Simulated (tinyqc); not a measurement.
Worked calculation (part 2 of 2): CIS and TDHF on RHF in the sto-6g basis, frozen core, for H2O, spin multiplicity 1. Computed by tinyqc, a small Python program that keeps every step (integrals from PySCF). Command: `OMP_NUM_THREADS=1 python tinyqc.py 27651 27652 out.jsonl` (the two numbers bound the seeds that draw the settings). One thread of a shared host (Intel(R) Xeon(R) Processor @ 2.60GHz), about 0.1 s of CPU time with the checks.

Geometry (angstrom):
```
atom         x          y         z
O     0.000000   0.000000  0.000000
H     0.000000   0.845000  0.668000
H     0.000000  -0.845000  0.668000
```

## CIS matrix, triplets

orbital energies (hartree): MO1 -20.521754, MO2 -1.225759, MO3 -0.560513, MO4 -0.446471, MO5 -0.393772, MO6 0.489505, MO7 0.598766

Two-electron integrals over orbitals (pq|rs), unique and non-zero (hartree); the lowest 1 orbital is frozen and left out:
```
(22|22) 0.726667    (32|32) 0.132927    (33|22) 0.622629    (33|33) 0.602642
(42|22) -0.019709   (42|33) 0.003926    (42|42) 0.129747    (43|32) 0.026232
(43|43) 0.054149    (44|22) 0.666521    (44|33) 0.573959    (44|42) -0.096708
(44|44) 0.719026    (52|52) 0.149790    (53|53) 0.026968    (54|52) -0.044628
(54|54) 0.049762    (55|22) 0.755168    (55|33) 0.608422    (55|42) -0.078697
(55|44) 0.699409    (55|55) 0.880663    (62|22) 0.135879    (62|33) 0.069264
(62|42) 0.029621    (62|44) 0.068970    (62|55) 0.146001    (62|62) 0.096977
(63|32) -0.037311   (63|43) -0.036131   (63|63) 0.074046    (64|22) 0.120876
(64|33) 0.047701    (64|42) -0.046332   (64|44) 0.130763    (64|55) 0.142930
(64|62) 0.060680    (64|64) 0.091778    (65|52) 0.052692    (65|54) 0.004356
(65|65) 0.035001    (66|22) 0.599282    (66|33) 0.554880    (66|42) 0.049864
(66|44) 0.546942    (66|55) 0.581161    (66|62) 0.094649    (66|64) 0.050816
(66|66) 0.587422    (72|32) 0.052194    (72|43) -0.031323   (72|63) 0.031044
(72|72) 0.066757    (73|22) 0.160044    (73|33) 0.089524    (73|42) -0.078199
(73|44) 0.145812    (73|55) 0.200013    (73|62) 0.070532    (73|64) 0.097124
(73|66) 0.043023    (73|73) 0.158759    (74|32) -0.073599   (74|43) -0.010693
(74|63) 0.052814    (74|72) -0.016907   (74|74) 0.070678    (75|53) 0.023864
(75|75) 0.024772    (76|32) 0.088442    (76|43) 0.059873    (76|63) -0.066370
(76|72) -0.005179   (76|74) -0.060789   (76|76) 0.114395    (77|22) 0.611454
(77|33) 0.588242    (77|42) -0.017196   (77|44) 0.584162    (77|55) 0.610951
(77|62) 0.063555    (77|64) 0.048054    (77|66) 0.554639    (77|73) 0.093454
(77|77) 0.600224
```

A(ia,jb) = (e_a - e_i) d_ij d_ab - (ij|ab).

CIS matrix A, triplet (hartree):
```
           2>6        2>7        3>6        3>7        4>6        4>7       5>6       5>7
2>6   1.115982   0.000000   0.000000  -0.088442  -0.049864   0.000000  0.000000  0.000000
2>7   0.000000   1.213072  -0.088442   0.000000   0.000000   0.017196  0.000000  0.000000
3>6   0.000000  -0.088442   0.495138   0.000000   0.000000  -0.059873  0.000000  0.000000
3>7  -0.088442   0.000000   0.000000   0.571038  -0.059873   0.000000  0.000000  0.000000
4>6  -0.049864   0.000000   0.000000  -0.059873   0.389034   0.000000  0.000000  0.000000
4>7   0.000000   0.017196  -0.059873   0.000000   0.000000   0.461075  0.000000  0.000000
5>6   0.000000   0.000000   0.000000   0.000000   0.000000   0.000000  0.302116  0.000000
5>7   0.000000   0.000000   0.000000   0.000000   0.000000   0.000000  0.000000  0.381588
```

## CIS triplet states

Diagonalise A (1 hartree = 27.211386 eV); each vector has its largest component positive (the first on a tie).

triplet excitation energies (eV): 8.220997  9.898905  10.383530  11.259074  14.447575  15.786289  30.807111  33.322605

lowest vectors:
```
      state 1   state 2   state 3   state 4    state 5    state 6
2>6  0.000000  0.099620  0.000000  0.000000   0.000000   0.124334
2>7  0.000000  0.000000  0.000000  0.052838   0.115465   0.000000
3>6  0.000000  0.000000  0.000000  0.628431   0.768097   0.000000
3>7  0.000000  0.315152  0.000000  0.000000   0.000000   0.937140
4>6  0.000000  0.943798  0.000000  0.000000   0.000000  -0.326052
4>7  0.000000  0.000000  0.000000  0.776069  -0.629837   0.000000
5>6  1.000000  0.000000  0.000000  0.000000   0.000000   0.000000
5>7  0.000000  0.000000  1.000000  0.000000   0.000000   0.000000
```

## TDHF (RPA) triplet states

B(ia,jb) = - (ib|ja); the squared energies are the eigenvalues of (A - B)(A + B); 1 hartree = 27.211386 eV.

TDHF matrix B, triplet (hartree):
```
           2>6        2>7        3>6        3>7        4>6        4>7        5>6        5>7
2>6  -0.096977   0.000000   0.000000  -0.031044  -0.060680   0.000000   0.000000   0.000000
2>7   0.000000  -0.066757  -0.070532   0.000000   0.000000   0.016907   0.000000   0.000000
3>6   0.000000  -0.070532  -0.074046   0.000000   0.000000  -0.097124   0.000000   0.000000
3>7  -0.031044   0.000000   0.000000  -0.158759  -0.052814   0.000000   0.000000   0.000000
4>6  -0.060680   0.000000   0.000000  -0.052814  -0.091778   0.000000   0.000000   0.000000
4>7   0.000000   0.016907  -0.097124   0.000000   0.000000  -0.070678   0.000000   0.000000
5>6   0.000000   0.000000   0.000000   0.000000   0.000000   0.000000  -0.035001   0.000000
5>7   0.000000   0.000000   0.000000   0.000000   0.000000   0.000000   0.000000  -0.024772
```

squared energies w^2 (hartree^2): 0.090049  0.104748  0.141043  0.144996  0.278047  0.317529  1.270455  1.489288

TDHF energies from the positive w^2 (eV): 8.165641  8.806889  10.219439  10.361627  14.348607  15.333526  30.671170  33.207788
